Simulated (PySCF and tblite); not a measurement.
(CH3CH2)2CHF, C₅H₁₁F, numbered as in [CH3:1][CH2:2][CH:3]([F:4])[CH2:5][CH3:6].

Level: PBE0-D3(BJ)/pcSseg-1//GFN2-xTB, thermal terms from GFN2-xTB, symmetry numbers and mirror pairs counted. Conformers within 3 kcal/mol (GFN2-xTB free energy) were kept, 10 at most. Couplings: B3LYP/6-31G* with pcJ-1 on H, F (gas phase; spin-dipole term only for pairs with B, N, F, Si or P). Couplings are for ¹⁹F, ¹H. H–H couplings come out 0.1 to 0.9 Hz lower than with pcJ-1 on all atoms. Of two unlike H on one atom, a is the less shielded (PBE0/pcSseg-1). Run with PySCF (density fitting) and tblite.

Torsions listed: C1–C2–C3–F4, F4–C3–C5–C6. Of a mirror pair one member is shown.

```csv
conformer,shape,weight %
1,"-63°, 63°",39.4
2,"-64°, 164°",27.4
3,"65°, 68°",19.8
4,"-174°, -66°",13.0
5,"-138°, 173°",0.4
```

(1) Give the couplings in each conformer and the averages at 298.15 K (pairs that fast motion interchanges averaged).

Computed couplings to fluorine can be off by tens of per cent at such levels.

Results:

(1) 
```
   coupling  pairs      1      2      3      4      5  average (Hz)
 ³J(H2a,F4)      2   12.4   16.0   26.4   23.9   22.3          17.7
 ³J(H2b,F4)      2   35.0   18.6   22.5    8.9    3.4          24.5
  ²J(H3,F4)      1   58.2   55.7   56.6   53.8   54.6          56.6
  ²J(H1,H1)      6  -13.8  -13.9  -13.8  -13.9  -13.9         -13.9
 ³J(H1,H2a)      6    7.1    7.6    7.3    7.8    8.4           7.4
 ³J(H1,H2b)      6    7.6    7.6    7.6    7.5    7.5           7.6
²J(H2a,H2b)      2  -14.2  -13.8  -14.3  -14.3  -14.0         -14.2
 ³J(H2a,H3)      2   10.3    6.1    6.3    3.4    1.7           7.4
 ³J(H2b,H3)      2    1.0    5.7    2.3    7.4    9.1           3.4
```
